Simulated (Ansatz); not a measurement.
# C₃H₄O₂: a ladder of functionals and wavefunction methods

An exercise on one series of results from a longer session: the logs are not shown, and one member is left open.

The runs use Ansatz 0.2.0, Gaussian basis; functionals in def2-TZVPP, the program's frozen cores in correlated methods.

The runs, in order: LDA (SPW92), PBE-D4, revPBE-D4, BLYP-D4, r2SCAN-D4, B97M-V, PBE0-D4, B3LYP-D4, r2SCANh-D4, r2SCAN0-D4, HSE06-D4, BHLYP-D4, CAM-B3LYP-D4, LC-ωPBE, ωB97X-V, ωB97M-V, B2PLYP, PBE-QIDH; CCSD(T)/def2-SVP; CCSD(T)/def2-TZVPP; MP2/def2-QZVPP; extrapolation to the limit; RPA on PBE.

**The geometry**

An earlier PBE0-D4 in a triple-zeta def2 set relaxation fixed the geometry.

SMILES `C1=COCO1`, 9 atoms, charge 0, spin multiplicity 1.

Atoms are counted from 1 here; the program's logs count them from 0.

Bond lengths: C1–C2 1.324 Å, C1–O5 1.377 Å, C1–H6 1.076 Å, C2–O3 1.377 Å, C2–H7 1.076 Å, O3–C4 1.414 Å, C4–O5 1.414 Å, C4–H8 1.090 Å, C4–H9 1.103 Å. Angles: C2–C1–O5 110.2°, C2–C1–H6 132.0°, O5–C1–H6 117.8°, C1–C2–O3 110.2°, C1–C2–H7 132.0°, O3–C2–H7 117.8°, C2–O3–C4 103.6°, O3–C4–O5 106.9°, O3–C4–H8 110.0°, O3–C4–H9 109.2°, O5–C4–H8 110.0°, O5–C4–H9 109.2°, H8–C4–H9 111.4°, C1–O5–C4 103.6°.

Set-up of the first run:

Input file in.yaml:

```yaml
crystal:
  periodic: [false, false, false]
  atoms:
    - {symbol: C, position_ang: [0.196454, 1.125148, -0.040683]}
    - {symbol: C, position_ang: [0.734418, 0.232822, -0.857582]}
    - {symbol: O, position_ang: [0.135897, -0.994356, -0.680254]}
    - {symbol: C, position_ang: [-0.567147, -0.847477, 0.538226]}
    - {symbol: O, position_ang: [-0.787535, 0.537479, 0.722241]}
    - {symbol: H, position_ang: [0.359284, 2.182111, 0.079221]}
    - {symbol: H, position_ang: [1.482617, 0.319011, -1.626235]}
    - {symbol: H, position_ang: [-1.521132, -1.372119, 0.483161]}
    - {symbol: H, position_ang: [0.055644, -1.229019, 1.364906]}
basis:
  gaussian: {orbitals: def2-TZVPP}
hamiltonian: {xc: lda}
output: {orbitals: {seedname: orbitals}}
```

Steps of the session up to this table: LDA; PBE-D4 (GGA); revPBE-D4 (GGA); BLYP-D4 (GGA); r2SCAN-D4 (meta-GGA); B97M-V (meta-GGA); PBE0-D4 (hybrid); B3LYP-D4 (hybrid); r2SCANh-D4 (hybrid); r2SCAN0-D4 (hybrid); HSE06-D4 (hybrid); BHLYP-D4 (hybrid); CAM-B3LYP-D4 (range-separated); LC-ωPBE (range-separated); ωB97X-V (range-separated); ωB97M-V (range-separated); B2PLYP (double hybrid); PBE-QIDH (double hybrid).

One of the session's tables, all rows but one given; the rest of the session is left out.

It belongs to the step «Frontier levels by functional». 

```
  functional  HOMO (eV)  LUMO (eV)  gap (eV)
 LDA (SPW92)      -4.84      -0.53      4.31
      PBE-D4      -4.66      -0.27      4.39
   revPBE-D4      -4.60      -0.17      4.43
     BLYP-D4      -4.57      -0.18      4.39
   r2SCAN-D4      -4.86      -0.02      4.84
      B97M-V      -4.95       0.02      4.97
     PBE0-D4      -5.93       0.76      6.68
    B3LYP-D4      -5.74       0.47      6.22
  r2SCANh-D4      -5.34       0.35      5.70
  r2SCAN0-D4      -6.07       0.91      6.98
    HSE06-D4      -5.52       0.37      5.89
    BHLYP-D4          ?          ?         ?
CAM-B3LYP-D4      -7.31       1.88      9.19
     LC-ωPBE      -8.60       3.11     11.71
     ωB97X-V      -8.26       3.04     11.30
     ωB97M-V      -8.20       2.90     11.10
```

Q: Estimate the row for BHLYP-D4 from the others.

Worked estimate for «HOMO (eV)». Against the share of exact exchange, BLYP-D4 (0, -4.57), B3LYP-D4 (0.2, -5.74) give a slope of -5.85 per unit share; at 0.5 the line stands at -7.49.

The run gave: HOMO (eV): -7.11; LUMO (eV): 1.84; gap (eV): 8.95. In «HOMO (eV)» the line misses by -0.38.
